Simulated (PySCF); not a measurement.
Structure problem from calculated spectra and properties.

Elements present: C and H. Monoisotopic mass: 82.0783 u.

| Property | Result |
| --- | --- |
| Rotational structure | rotational constants A, B, C: 4.550, 2.686, 2.686 GHz [PBE0-D3(BJ)/def2-SVP] |
| Couplings | largest of the computed one-bond spin–spin couplings (means over like bonds): 13C–1H +270.4, 13C–13C +191.9, 13C–1H +134.8 (×9), 13C–13C +71.3, 13C–13C +35.8 (×3) Hz [B3LYP/pcJ-1, spin–dipole term left out] |
| 13C NMR | chemical shifts (computed TMS as zero) by class: 95.8 (1 C), 73.7 (1 C), 32.8 (3 C), 27.5 (1 C) ppm [GIAO PBE0/pcSseg-1] |
| 1H NMR | chemical shifts (computed TMS as zero) by class: 1.94 (1 H), 1.22 (9 H) ppm [GIAO PBE0/pcSseg-1] |
| Dipole | 0.70 D [PBE0/pcSseg-1] |

The electronic properties come from PySCF, for the isolated species, density fitting. Levels stand in brackets. Geometry: PBE0-D3(BJ)/def2-SVP; no solvent, vibrations or thermal averaging. Each NMR value is the plain mean over a class of atoms that symmetry, rotation or inversion makes alike.

Question: Which formula fits the mass and the elements?

Answer: C6H10 (calculated 82.0783). No other formula that holds each of these elements comes within 0.0003 u with a fitting electron parity and a possible valence count.

Question: What is the compound? Reason from the data.

Answer: Numbering: `[CH:1]#[C:2][C:3]([CH3:4])([CH3:5])[CH3:6]`. Its formula, C6H10, gives 2 degrees of unsaturation: 0 rings and 2 π bonds in the structure found. 6 carbons fall into 4 classes; from least to most shielded: alkyne carbon [C2] (95.8 ppm), terminal alkyne carbon [C1] (73.7 ppm), methyl carbon [C4/C5/C6] (32.8 ppm, 3 C), propargylic carbon [C3] (27.5 ppm). Hydrogen classes from least to most shielded: 1 H on a terminal alkyne carbon, C1 (1.94 ppm), 9 H on 3 methyl carbons, C4/C5/C6 (1.22 ppm). The couplings run between: +270.4 Hz, terminal alkyne carbon [C1] and its hydrogen; +191.9 Hz, terminal alkyne carbon [C1] and alkyne carbon [C2]; +134.8 Hz, methyl carbon [C4] and its hydrogen (with 8 like pairs); +71.3 Hz, alkyne carbon [C2] and propargylic carbon [C3]; +35.8 Hz, propargylic carbon [C3] and methyl carbon [C4] (with 2 like pairs). The optimised geometry has point group C3v and is a prolate symmetric top. Structure: `C#CC(C)(C)C`. The assignments are read from this structure; whether some other isomer fits the data as well wasn't checked.
